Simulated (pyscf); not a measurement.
PySCF, gas phase, ωB97X-D3(BJ)/def2-SVP geometries.

Task: For F–SiH(F)–O–SiH₃ + :HC–F [singlet] -> F–SiH₂–O–SiH₃ + F–C:–F [singlet], a four-centre exchange (singlet surface; F–Si, C–H broken, H–Si, C–F formed), PBE/def2-TZVP gives ΔE‡ = 31.6 kcal/mol and ΔE = +14.0 kcal/mol (zero: the separated reactants). In which direction and how far do r²SCAN/def2-TZVP, M06-2X/def2-TZVP, ωB97M-D3(BJ)/def2-TZVP move these?

Result: r²SCAN: ΔE‡ = 34.3 kcal/mol, ΔE = +16.5 kcal/mol; M06-2X: ΔE‡ = 44.2 kcal/mol, ΔE = +20.1 kcal/mol; ωB97M-D3(BJ): ΔE‡ = 43.2 kcal/mol, ΔE = +18.0 kcal/mol. PBE's barrier lies under all of them, by 2.7 to 12.6 kcal/mol. Its reaction energy lies under all of them, by 2.5 to 6.1 kcal/mol. On the reactant side the descent ends in a complex (not fully relaxed), 5.5 kcal/mol under the separated species and 48.0 kcal/mol under the saddle at ωB97X-D3(BJ)/def2-TZVP. This is the saddle that the search found; another between the same sides may lie lower. A restricted singlet here is unstable towards spin polarisation, as is usual where a triplet lies low; its energy is less safe.
